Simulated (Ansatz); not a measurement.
# Relaxing Ta3P2

These are results of Ansatz 0.2.0, DFT PBE, scalar-relativistic, plane waves, PAW, not measurements. Cutoff 420 eV, Γ-centred k mesh, Gaussian smearing, no spin polarisation in the final step.

The start puts Ta3P2 on the A-type sesquioxide structure type (P-3m1, No. 164), with P in place of La, Ta in place of O, at a guessed volume.

```
CELL_PARAMETERS angstrom
3.94337 0.00000 0.00000
-1.97168 3.41506 0.00000
0.00000 0.00000 6.13524
ATOMIC_POSITIONS crystal
Ta 0.00000 0.00000 0.00000
Ta 0.33333 0.66667 0.64500
Ta 0.66667 0.33333 0.35500
P 0.33333 0.66667 0.24500
P 0.66667 0.33333 0.75500
```

Cell and atoms relax at zero pressure; the relaxation can't lower the symmetry of the start. After a coarse first stage the cell is made exact in the group found at 0.06 Å.

Energies over the elements count from the elements' standard structures at the same level, with no empirical corrections.

(1) Which crystal results?

(2) What are its volume, energy, density and gap?

## Answers

(1) It keeps P-3m1 (No. 164). The result has the A-type sesquioxide structure. Conventional cell: a = 3.999 Å, c = 6.130 Å. Around Ta on Wyckoff site a (1 atom of the primitive cell) lie 6 P at 2.67 Å and 6 Ta at 3.18 Å; Ta on Wyckoff site d (2 atoms of the primitive cell) has 4 P at 2.46–2.60 Å (next Ta at 2.90 Å); around P lie 7 Ta at 2.46–2.67 Å.

Space group P-3m1 (No. 164). a = 3.999 Å, b = 3.999 Å, c = 6.130 Å, α = 90.00°, β = 90.00°, γ = 120.00°
```csv
atom,site,symmetry,x,y,z
Ta,1a,-3m.,0.0000,0.0000,0.0000
Ta,2d,3m.,0.3333,0.6667,0.6436
P,2d,3m.,0.3333,0.6667,0.2196
```

(2) The volume per atom is 16.98 Å³ and the density is 11.83 g/cm³. The energy over the elements is -0.30 eV/atom and the gap on the 12×12×6 mesh is 0 eV (a metal).

The final run used a 12×12×6 mesh on its 5-atom cell and 0.10 eV smearing. For metals, differences of a few meV/atom aren't resolved. Spin–orbit coupling is left out. Symmetry constrained the relaxation, so the result can be a saddle point. The steps took of the order of 90 core-seconds in all.

Cost: 3 runs of about 1.5 core-minutes in all, on Arm Neoverse V1 (shared hosts).